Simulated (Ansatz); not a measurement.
Input file:

```yaml
crystal:
  periodic: [false, false, false]
  atoms:
    - {symbol: As, position_ang: [0.000000, 0.000000, 0.000000]}
    - {symbol: Mg, position_ang: [0.000000, 0.000000, 6.889000]}
basis:
  gaussian: {orbitals: cc-pVTZ, fitting: {mean_field: def2-universal-jkfit}}
total_charge: 1
magnetization: {spin_polarized: true, initial_magnetization: 0}
correlation: {method: bccd, electrons: outside_noble_gas}
output: {forces: true}
```

```sh
$ ansatz run in.yaml --threads 1 --pin off --events-out ev --progress --plain --max-ram 2393MiB
```

The program prints:

```
378 factors; integrals over basis functions are off by at most 4.0e-1 eV
mean field evaluation 1: about -66207.1608 eV, gradient 1.7e1 eV
mean field evaluation 2: about -66167.5688 eV, gradient 3.2e1 eV
mean field evaluation 4: about -66170.2995 eV, gradient 2.5e1 eV
mean field evaluation 8: about -66215.8885 eV, gradient 9.6e0 eV
mean field evaluation 16: about -66217.1113 eV, gradient 9.7e-1 eV
mean field evaluation 32: about -66221.0554 eV, gradient 1.7e-6 eV
mean field evaluation 64: about -66218.8767 eV, gradient 6.5e-3 eV
mean field evaluation 96: about -66217.2935 eV, gradient 5.7e-4 eV
mean field evaluation 128: about -66221.0528 eV, gradient 2.4e-2 eV
mean field evaluation 160: about -66221.0528 eV, gradient 9.9e-7 eV
...
cycle   5  -2.43931563 eV  change    1.7e-8 eV  update   5.9e-8
cycle   6  -2.43931562 eV  change    1.3e-8 eV  update   3.4e-8
cycle   7  -2.43931562 eV  change  -4.8e-10 eV  update   1.5e-8
cycle   8  -2.43931563 eV  change   -3.9e-9 eV  update   5.5e-9
cycle   9  -2.43931563 eV  change   -2.4e-9 eV  update   3.1e-9
cycle  10  -2.43931563 eV  change   -1.5e-9 eV  update   2.0e-9
cycle  11  -2.43931563 eV  change   -1.2e-9 eV  update   1.4e-9
cycle  12  -2.43931563 eV  change   -1.3e-9 eV  update   1.0e-9
cycle  13  -2.43931563 eV  change   -1.8e-9 eV  update  8.0e-10
cycle  14  -2.43931564 eV  change   -1.6e-9 eV  update  5.7e-10
WARN: the results are in doubt because among natural orbitals full CI differs from the method by +1.141 eV
the calculation of the forces begins
Total energy: -66223.49475602 eV, -2433.6685443868 hartree
Atom 0 at     0.000000     0.000000     0.000000 Å, force    -0.000000    -0.000000     0.009651 eV/Å
Atom 1 at     0.000000     0.000000     6.889000 Å, force     0.000000     0.000000    -0.009651 eV/Å
Dipole moment:    -0.000000     0.000000     4.974037 e Å
In doubt: among natural orbitals full CI differs from the method by +1.141 eV
```

Forces (eV/Å):
```
As   0.000  0.000  0.010
Mg   0.000  0.000 -0.010
```

Ran on 1 thread of Intel Xeon Platinum 8488C, shared host: 72 s wall, 0.37 GiB peak host memory.
